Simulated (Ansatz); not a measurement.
**AlF2 (doublet): wave-function methods side by side at angle F2–Al1–F3 = 118.4°, cc-pVDZ**

An exercise on one series of results from a longer session: the logs are not shown, and one member is left open.

Program: Ansatz 0.2.0, Gaussian basis. Level of theory: cc-pVDZ, core rule «outside noble gas», up to 7 orbitals frozen. These are calculated values, not measurements.

The runs, in order: UHF; CCSD(T) on ROHF; CCSD(T) on UHF; BCCD(T) on ROHF; CISD; CCSDT(Q) on ROHF; CCSDT(Q) on UHF; CASSCF and MRCISD+Q, 3 electrons in 3 orbitals; CASSCF and NEVPT2, 3 electrons in 3 orbitals.

32 further runs of the same task are left out: 16 for a known fault of the program, 2 for a mislabelled method, 13 that didn't finish, 1 set aside as unsound or not needed.

## The system

The geometry derives from a PBE0/def2-TZVP stationary point (not a proven minimum). One angle is set to the value named; bond lengths are kept.

3 atoms, charge 0, spin multiplicity 2.

Atoms are counted from 1 here; the program's logs count them from 0.

Bond lengths: Al1–F2 1.647 Å, Al1–F3 1.647 Å. Angles: F2–Al1–F3 118.4°.

The first run:

in.yaml

```yaml
crystal:
  periodic: [false, false, false]
  atoms:
    - {symbol: Al, position_ang: [0.000000, -0.493006, 0.000000]}
    - {symbol: F, position_ang: [0.000000, 0.350083, -1.414295]}
    - {symbol: F, position_ang: [0.000000, 0.350083, 1.414295]}
basis:
  gaussian: {orbitals: cc-pVDZ}
magnetization: {spin_polarized: true, initial_magnetization: 1}
hamiltonian: {xc: hf}
output: {orbitals: {seedname: orbitals}}
```

The run is started by

```
ansatz run in.yaml --threads 1 --pin off --events-out ev --progress --plain --max-ram 2393MiB
```

Among the steps run: UHF; CCSD(T) on ROHF; CCSD(T) on UHF; BCCD(T) on ROHF; CISD; CCSDT(Q) on ROHF; CCSDT(Q) on UHF; CASSCF and MRCISD+Q, 3 electrons in 3 orbitals; CASSCF and NEVPT2, 3 electrons in 3 orbitals.

One table of the session follows, with a row left open; its other results are not shown here.

| method | from UCCSDT(Q) (kcal/mol) |
| --- | --- |
| ROHF | +269.99 |
| UHF | +269.67 |
| RMP2 | +7.27 |
| UMP2 | +7.13 |
| CISD | +24.71 |
| RCCSD | +5.09 |
| UCCSD | +5.08 |
| RCCSD(T) | ? |
| UCCSD(T) | +0.92 |
| BCCD(T) | +0.79 |
| RCCSDT | +0.64 |
| UCCSDT | +0.64 |
| RCCSDT(Q) | +0.10 |
| UCCSDT(Q) | 0 |
| CASSCF pair | +260.18 |
| NEVPT2 pair | +8.96 |
| MRCISD pair | +23.18 |
| MRCISD+Q pair | +4.64 |

Estimate the missing values for RCCSD(T).

As computed: from UCCSDT(Q) (kcal/mol): +0.94. In the column «from UCCSDT(Q) (kcal/mol)» it lies between UCCSD(T) (+0.92) and MRCISD+Q pair (+4.64).

To keep in mind: Restricted and unrestricted rows rest on different reference determinants; where their highest levels disagree by more than a few hundredths of an eV, they describe different states and don't form one ladder.
